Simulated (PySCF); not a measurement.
**AlSi (quartet): basis, grid and Hamiltonian**

Aim: see how much the energy and properties of AlSi (quartet) depend on the numerical set-up.

Program: PySCF 2.14.0. Level of theory: each script names its method and basis. These are calculated values, not measurements.

6 further runs of the same task are left out: 6 that didn't finish.

## (1) Starting geometry

AlSi (quartet): 2 atoms, charge 0, spin multiplicity 4.

Bond lengths: Al1–Si2 2.310 Å.

## (2) The base run

input.py reads:

```python
from pyscf import gto, scf, ci

mol = gto.M(
    atom='Al 0 0 0; Si 0 0 2.31',
    basis='crenbl',
    ecp={'Al': 'crenbl', 'Si': 'crenbl'},
    charge=0,
    spin=3,
    symmetry=True,
    verbose=4,
)
mf = scf.ROHF(mol)
mf.kernel()
ci.CISD(mf).kernel()
mf.dip_moment()
print('orbital energies (hartree):', mf.mo_energy[..., max(0, mol.nelec[1]-3):mol.nelec[0]+3].round(4))
```

Command:

```console
> OMP_NUM_THREADS=1 python input.py
```

The log of this run is left out.

It gives: E(SCF) = -5.587668 Eh, 13 cycles, E(CISD) − E(SCF) = -0.07244 Eh, μ = 1.35 D (of the SCF density).

The bond length is a typed value, not an optimised one. The quartet is typed in the script; nothing here shows that it is the ground state.

## (3) Core potential off

Run 1 changes core potential: on → off. The core potential changes with it: totals don't compare.

input.py reads:

```python
from pyscf import gto, scf, ci

mol = gto.M(
    atom='Al 0 0 0; Si 0 0 2.31',
    basis='crenbl',
    charge=0,
    spin=3,
    symmetry=True,
    verbose=4,
)
mf = scf.ROHF(mol)
mf.kernel()
ci.CISD(mf).kernel()
mf.dip_moment()
print('orbital energies (hartree):', mf.mo_energy[..., max(0, mol.nelec[1]-3):mol.nelec[0]+3].round(4))
```

Command:

```console
> OMP_NUM_THREADS=1 python input.py
```

## (4) Aug-cc-pvdz (core potential off)

Run 2 changes basis set: crenbl → aug-cc-pvdz; core potential: on → off. The core potential changes with it: totals don't compare.

input.py: that of step 2 with these lines changed.

```diff
@@ -4,4 +4,3 @@
     atom='Al 0 0 0; Si 0 0 2.31',
-    basis='crenbl',
-    ecp={'Al': 'crenbl', 'Si': 'crenbl'},
+    basis='aug-cc-pvdz',
     charge=0,
```

Q: Predict the outcome of this session. Wanted: for each run, E(SCF); from base; SCF dipole; after the SCF.

As calculated:

| run | E(SCF) (hartree) | from base (eV) | cycles | SCF dipole (D) | functions | after the SCF |
| --- | --- | --- | --- | --- | --- | --- |
| base | -5.587668 | 0 | 13 | 1.35 | 32 | CISD correlation -1.971 eV |
| core potential off (poor choice) | -370.109754 | not comparable | 12 | 5.48 | 32 | CISD correlation -3.401 eV |
| aug-cc-pvdz (core potential off) | -530.776575 | not comparable | 13 | 1.07 | 54 | CISD correlation -3.738 eV |

**Reading.** The dearest run is “aug-cc-pvdz (core potential off)”, at 5 s against 0.99 s. Rows marked «poor choice» come from settings spoiled on purpose.
